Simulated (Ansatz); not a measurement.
Input file:

```yaml
crystal:
  periodic: [false, false, false]
  atoms:
    - {symbol: Si, position_ang: [0.000000, 0.000000, 0.000000]}
    - {symbol: H, position_ang: [0.855850, 0.858745, 0.856831]}
    - {symbol: H, position_ang: [-0.859551, -0.854424, 0.857445]}
    - {symbol: H, position_ang: [-0.854730, 0.855535, -0.861149]}
    - {symbol: H, position_ang: [0.858431, -0.859856, -0.853127]}
basis:
  gaussian: {orbitals: cc-pVDZ}
magnetization: {spin_polarized: false, initial_magnetization: 2}
correlation: {method: ccsd_t, electrons: outside_noble_gas}
output: {forces: true}
```

```sh
$ ansatz run in.yaml --threads 1 --pin off --events-out ev --progress --plain --max-ram 2764MiB --backend cpu
```

Question: Roughly how long does this take on 1 thread of AMD EPYC 7R13, shared host, and how much host memory?

Answer: 10 s wall and 0.14 GiB.

```
353 factors; integrals over basis functions are off by at most 1.0e-3 eV
mean field evaluation 1: about -7914.4208 eV, gradient 1.1e1 eV
mean field evaluation 2: about -7914.4227 eV, gradient 1.1e1 eV
mean field evaluation 4: about -7915.2261 eV, gradient 5.8e-1 eV
mean field evaluation 8: about -7915.2282 eV, gradient 1.9e-4 eV
mean field evaluation 16: about -7915.2282 eV, gradient 1.7e-5 eV
mean field evaluation 32: about -7915.8810 eV, gradient 1.0e0 eV
mean field evaluation 64: about -7915.0445 eV, gradient 9.9e-2 eV
mean field evaluation 96: about -7915.4425 eV, gradient 2.7e-5 eV
mean field evaluation 128: about -7913.8964 eV, gradient 1.6e1 eV
mean field evaluation 160: about -7916.2095 eV, gradient 2.8e-6 eV
...
a density is far from that of the atoms, so the factors are made again for it
367 factors; integrals over basis functions are off by at most 1.0e-3 eV
...
mean field -7916.20954297 eV, -290.9153349047 hartree, gradient 1.9e-6 eV, S^2 2.000000; 36 other end points of the search recorded, 0 dependent functions left out
mean field evaluation 2048: about -7915.4994 eV, gradient 5.5e-1 eV
mean field evaluation 2080: about -7916.2045 eV, gradient 9.5e-1 eV
mean field evaluation 2112: about -7916.2528 eV, gradient 4.9e-4 eV
mean field evaluation 2144: about -7915.9498 eV, gradient 1.3e-4 eV
determinant -7916.20954297 eV, -290.9153349047 hartree, with singles and doubles -7920.02680146 eV, -291.0556165665 hartree
determinant -7915.72770965 eV, -290.8976278566 hartree, with singles and doubles -7919.80707525 eV, -291.0475417773 hartree
determinant -7915.68931152 eV, -290.8962167515 hartree, with singles and doubles -7919.53418083 eV, -291.0375130924 hartree
determinant -7915.68807913 eV, -290.8961714620 hartree, with singles and doubles -7919.52916101 eV, -291.0373286175 hartree
determinant -7915.44247167 eV, -290.8871455544 hartree, with singles and doubles -7919.87290797 eV, -291.0499610852 hartree
determinant -7915.22824452 eV, -290.8792728518 hartree, with singles and doubles -7919.43163147 eV, -291.0337444728 hartree
determinant -7915.10683430 eV, -290.8748111086 hartree, with singles and doubles -7919.64553937 eV, -291.0416054434 hartree
determinant -7915.04456510 eV, -290.8725227574 hartree, with singles and doubles -7919.66416499 eV, -291.0422899224 hartree
determinant -7914.17239762 eV, -290.8404711937 hartree, with singles and doubles -7918.42095840 eV, -290.9966029225 hartree
determinant -7913.86364211 eV, -290.8291246380 hartree, with singles and doubles -7918.48803927 eV, -290.9990680994 hartree
determinant -7913.68600944 eV, -290.8225967578 hartree, with singles and doubles -7918.91222162 eV, -291.0146565129 hartree
determinant -7916.20954297 eV, -290.9153349047 hartree, with singles and doubles -7920.02901069 eV, -291.0556977545 hartree
determinant -7915.72770965 eV, -290.8976278566 hartree, with singles and doubles -7919.81565460 eV, -291.0478570626 hartree
determinant -7915.68931152 eV, -290.8962167515 hartree, with singles and doubles -7919.49063353 eV, -291.0359127587 hartree
determinant -7915.68807913 eV, -290.8961714620 hartree, with singles and doubles -7919.60384944 eV, -291.0400733666 hartree
determinant -7915.44247167 eV, -290.8871455544 hartree, with singles and doubles -7919.87758271 eV, -291.0501328786 hartree
determinant -7915.10683430 eV, -290.8748111086 hartree, with singles and doubles -7919.65648761 eV, -291.0420077838 hartree
determinant -7915.04456510 eV, -290.8725227574 hartree, with singles and doubles -7919.67554840 eV, -291.0427082550 hartree
5 core orbitals not correlated: weight in the atoms' cores, before any rotation towards them, 1.000 or more for the frozen orbitals, at most 0.000 for the correlated occupied ones
reference -7916.20954297 eV, -290.9153349047 hartree; 5, 3 occupied and 28, 30 virtual orbitals, 367 factors
second order -2.98267768 eV of doubles, -0.02935535 eV of singles
cycle   1  -3.81946855 eV  change   -8.3e-7 eV  update   3.1e-6
cycle   2  -3.81947155 eV  change   -3.0e-6 eV  update   2.1e-6
cycle   3  -3.81947236 eV  change   -8.1e-7 eV  update   8.4e-7
cycle   4  -3.81947227 eV  change    9.0e-8 eV  update   4.5e-7
cycle   5  -3.81947199 eV  change    2.8e-7 eV  update   2.9e-7
cycle   6  -3.81947202 eV  change   -2.7e-8 eV  update   2.0e-7
perturbative correction -0.10659424 eV, -0.0039172661 hartree
the calculation of the forces begins
WARN: the results are in doubt because the forces break the atoms' symmetry
Total energy: -7920.13560923 eV, -291.0596151786 hartree
Atom 0 at     0.000000     0.000000     0.000000 Å, force     5.897776    -5.903331     5.942075 eV/Å
Atom 1 at     0.855850     0.858745     0.856831 Å, force    -0.234435     0.790550    -0.237961 eV/Å
Atom 2 at    -0.859551    -0.854424     0.857445 Å, force    -0.790330     0.235379    -0.237762 eV/Å
Atom 3 at    -0.854730     0.855535    -0.861149 Å, force    -4.639419     4.643788    -4.674258 eV/Å
Atom 4 at     0.858431    -0.859856    -0.853127 Å, force    -0.233594     0.233614    -0.792093 eV/Å
Dipole moment:    -0.238994     0.239220    -0.240788 e Å
In doubt: the forces break the atoms' symmetry
```
